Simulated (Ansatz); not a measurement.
A displaced shape of doublet CH3:

```json
{"atom": "C", "x (Å)": "-0.0331", "y (Å)": "-0.0197", "z (Å)": "0.0319"}
{"atom": "H", "x (Å)": "1.0791", "y (Å)": "0.0023", "z (Å)": "-0.0487"}
{"atom": "H", "x (Å)": "-0.5446", "y (Å)": "0.9942", "z (Å)": "0.0021"}
{"atom": "H", "x (Å)": "-0.5378", "y (Å)": "-0.9206", "z (Å)": "0.0434"}
```

It was optimised with HF/def2-SVP in Ansatz (development build ahead of 0.2.0) to forces under 0.001 eV/Å, with unrestricted orbitals. Each step stands on the lowest determinant of that kind that the program's search found.

Problem. What shape does it relax to, and how does the optimisation go?

Solution.

```yaml
atoms:
  - { symbol: C, position_ang: [-0.0091, 0.0140, 0.0072] }
  - { symbol: H, position_ang: [1.0704, 0.0041, -0.0414] }
  - { symbol: H, position_ang: [-0.5412, 0.9546, 0.0095] }
  - { symbol: H, position_ang: [-0.5565, -0.9166, 0.0534] }
```

Bond lengths: C1–H2 1.081 Å, C1–H3 1.081 Å, C1–H4 1.081 Å. Angles: H2–C1–H3 120.0°, H2–C1–H4 120.0°, H3–C1–H4 120.0°.

```csv
step,E − E(start) (eV),largest force (eV/Å)
1,0.0000,3.7330
2,-0.1293,0.7561
3,-0.0719,0.9197
4,-0.1293,0.3113
5,-0.1368,0.0673
6,-0.1374,0.0323
7,-0.1374,0.0177
8,-0.1374,0.0121
9,-0.1374,0.0058
10,-0.1374,0.0028
11,-0.1374,0.0017
12,-0.1374,0.0014
13,-0.1374,0.0010
14,-0.1374,0.0005
```

The optimisation ended after 14 steps with its threshold met.
